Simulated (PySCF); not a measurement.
HN, SMILES [NH], multiplicity 3. Geometry optimised at PBE-D3(BJ)/def2-TZVPD.

Computed equilibrium geometry at PBE-D3(BJ)/def2-TZVPD (PySCF confirms it by a frequency run) as Cartesian coordinates in Å, and its point group:
point group C∞v.
```xyz
2

N      0.0000     0.0000    -0.1314
H      0.0000     0.0000     0.9199
```
Charge 0, spin multiplicity 3.
